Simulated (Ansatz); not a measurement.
A nudged elastic band was laid between two geometries of Cl2H2Si + H2 (7 atoms, charge 0, multiplicity 1).

All numbers below come from RKS PBE0/def2-SVP in Ansatz 0.2.0.

```json
{
  "movable images": "9",
  "climbing image": "yes",
  "spring": "5.0 eV/Å²",
  "optimiser": "quadratic models (default)",
  "start path": "through a guess of the saddle point",
  "force threshold": "0.05 eV/Å",
  "iteration limit": "60",
  "end points": "relaxed"
}
```

Initial state:

```xyz
7
Properties=species:S:1:pos:R:3
Si -0.860 0.295 -0.501
Cl -1.380 -1.046 0.970
H 0.174 -0.326 -1.365
H -2.085 0.658 -1.257
Cl -0.085 2.001 0.343
H 1.899 -1.082 1.014
H 2.336 -0.499 0.795
```

Final state:

```xyz
7
Properties=species:S:1:pos:R:3
Si 0.106 0.268 -0.980
Cl -0.459 -1.536 2.266
H 0.394 1.043 -2.218
H -1.298 -0.218 -0.981
Cl 0.346 1.579 0.627
H -0.163 -0.286 2.108
H 1.073 -0.850 -0.823
```

**Question.** Which bonds break or form, and what moves?

**Answer.** Bonds broken: Si1–Cl2, H6–H7. Bonds formed: Si1–H7, Cl2–H6. Cl2H2Si + H2 becomes ClH + ClH3Si.

**Question.** What energy profile does the band end with?

**Answer.** It converged. The highest image is number 4 of 0 to 10, 199.4 kJ/mol above the first end and 145.0 kJ/mol above the last; the last end lies 54.4 kJ/mol above the first. The profile has 2 maxima (images 4, 8) with wells between them (image 6): this band takes more than one step, which may be the mechanism or a detour left from its start path. Neighbouring images differ by up to 1.4 eV, so the band resolves the path poorly. A vibrational analysis at the climbing image gives one clearly imaginary mode, 750i cm⁻¹: a first-order saddle point. The orbitals stay closed-shell, which can raise the energy where a bond breaks towards radicals; this wasn't checked here.

```tsv
image	path coordinate (Å)	energy (kJ/mol)	Si1–Cl2 (Å)	H6–H7 (Å)	Si1–H7 (Å)
0	0.00	0.0	2.06	0.76	3.54
1	1.18	0.7	2.06	0.76	3.95
2	2.37	10.4	2.06	0.76	3.48
3	3.55	85.3	2.11	0.76	2.60
4	4.73	199.4	2.42	0.91	1.70
5	5.96	68.2	3.31	1.85	1.50
6	7.20	60.9	3.47	3.16	1.49
7	8.43	64.7	3.83	2.95	1.49
8	9.67	66.6	4.00	3.12	1.49
9	10.90	63.3	3.85	3.16	1.49
10	12.13	54.4	3.76	3.23	1.49
```

**Question.** What is the geometry of the highest image?

**Answer.** 
```xyz
7
Properties=species:S:1:pos:R:3:forces:R:3
Si -0.182 0.234 -0.364 0.00 0.00 0.00
Cl -0.498 -2.022 0.455 0.00 0.00 0.00
H 0.379 -0.338 -1.602 0.00 0.00 0.00
H -1.605 0.493 -0.076 0.00 0.00 0.00
Cl 0.593 2.197 -0.424 0.00 0.00 0.00
H 0.483 -0.703 1.010 0.00 0.00 0.00
H 0.830 0.138 1.002 0.00 0.00 0.00
```

The run took 7 min on 2 threads of Arm Neoverse V1, on a shared host, peak memory 0.15 GiB.
